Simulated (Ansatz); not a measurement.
# AlH3 (triplet): PBE0, B3LYP, wB97X-V over a scan of the scale of all distances, cc-pVDZ

How well do these functionals follow the top wave-function level for AlH3 (triplet) over a scan of the scale of all distances?

Computed with Ansatz 0.2.0, Gaussian basis. Level: cc-pVDZ, all electrons in the functionals.

The runs, in order: PBE0, B3LYP, wB97X-V, at 0.890; 1.000; 1.099; 1.300; 1.510; 1.718; 1.968; 2.422.

19 further runs of the same task are left out: 14 that didn't finish, 5 set aside as unsound or not needed.

## Step 1: The geometry

The geometry derives from a PBE0/def2-TZVP stationary point (not a proven minimum). All distances are scaled together.

4 atoms, charge 0, spin multiplicity 3.

Atoms are counted from 1 here; the program's logs count them from 0.

Bond lengths: Al1–H2 1.590 Å, Al1–H3 1.843 Å, Al1–H4 1.843 Å, H3–H4 0.841 Å. Angles: H2–Al1–H3 101.8°, H2–Al1–H4 101.8°, H3–Al1–H4 26.4°, Al1–H3–H4 76.8°, Al1–H4–H3 76.8°.

As a file:

```xyz
4
charge 0, multiplicity 3
Al    0.0000    0.0744   -0.0956
H     0.0000   -1.3724   -0.7540
H     0.4207   -0.3098    1.6570
H    -0.4207   -0.3098    1.6570
```

No dispersion term is added; wB97X-V holds VV10 nonlocal correlation. B3LYP takes the VWN-RPA correlation.

The geometry shown and the zero of energy belong to the point 1.000. The yardstick, FCI, and other wave-function levels (R restricted, U unrestricted, valence and pair active spaces) come from earlier runs.

## Step 2: PBE0, 0.890

Contents of in.yaml:

```yaml
crystal:
  periodic: [false, false, false]
  atoms:
    - {symbol: Al, position_ang: [0.000000, 0.066227, -0.085113]}
    - {symbol: H, position_ang: [0.000000, -1.221444, -0.671044]}
    - {symbol: H, position_ang: [0.374378, -0.275698, 1.474722]}
    - {symbol: H, position_ang: [-0.374378, -0.275698, 1.474722]}
basis:
  gaussian: {orbitals: cc-pVDZ}
magnetization: {spin_polarized: true, initial_magnetization: 2}
hamiltonian: {xc: {name: PBE0}}
output: {orbitals: {seedname: orbitals}}
```

Run with:

```bash
> ansatz run in.yaml --threads 1 --pin off --events-out ev --progress --plain --max-ram 2393MiB
```

Further steps of the session: PBE0, 1.000; PBE0, 1.099; PBE0, 1.300; PBE0, 1.510; PBE0, 1.718; PBE0, 1.968; PBE0, 2.422; B3LYP, 0.890; B3LYP, 1.000; B3LYP, 1.099; B3LYP, 1.300; B3LYP, 1.510; B3LYP, 1.718; B3LYP, 1.968; B3LYP, 2.422; wB97X-V, 0.890; wB97X-V, 1.000; wB97X-V, 1.099; wB97X-V, 1.300; wB97X-V, 1.510; wB97X-V, 1.718; wB97X-V, 1.968; wB97X-V, 2.422.

Before running them: what should the planned runs give, taken together? Wanted: span of the FCI curve; largest miss, PBE0; largest miss, B3LYP; largest miss, wB97X-V.

**Answer**, as computed:

| quantity | value |
| --- | --- |
| span of the FCI curve | 5.300 eV |
| largest miss, PBE0 | +0.533 eV (1.968) |
| largest miss, B3LYP | +0.398 eV (2.422) |
| largest miss, wB97X-V | +0.568 eV (1.968) |

In words: Of the functionals, B3LYP keep the smallest largest miss at the points compared (at most 0.398 eV) and wB97X-V strays most (0.568 eV, at 1.968). PBE0, B3LYP, wB97X-V clearly break the spin symmetry at some points (⟨S²⟩ up to 0.80 above the pure value), so energy there is bought with a mixed spin. Functionals and the yardstick converge differently with the basis, so part of each miss in cc-pVDZ is the basis.
